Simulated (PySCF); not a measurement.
## F, SMILES `[F]` (charge 0, multiplicity 2)

Calculation: CAM-B3LYP-D3(BJ)/def2-TZVP run with PySCF.

```json
{
 "highest_occupied_spin_orbital": "-14.14 eV",
 "dipole_moment": "0.00 D",
 "total_energy": "-99.7469 Ha",
 "cost": "roughly 1.8 core-seconds"
}
```

Bonds (Å): .
Charge 0, spin multiplicity 2.
